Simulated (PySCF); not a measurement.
methanol (CH4O), SMILES CO. Geometry: B3LYP-D3(BJ)/def2-TZVP.

PySCF 2.14.0 with TDA-ωB97X/def2-TZVPD puts the lowest singlet excitations at 7.08, 8.50, 8.91, 9.16, 9.18, 9.78 eV.

Q: What are the lowest excitation roots from ADC(2)/aug-cc-pVDZ run with PySCF? (Estimate from the structure and the level; the computed values follow.)

A: 6.23, 7.31, 7.82, 7.99, 8.30, 8.70 eV. S1 differs by -0.85 eV (second minus first; roots are paired by order, and the bases may differ).
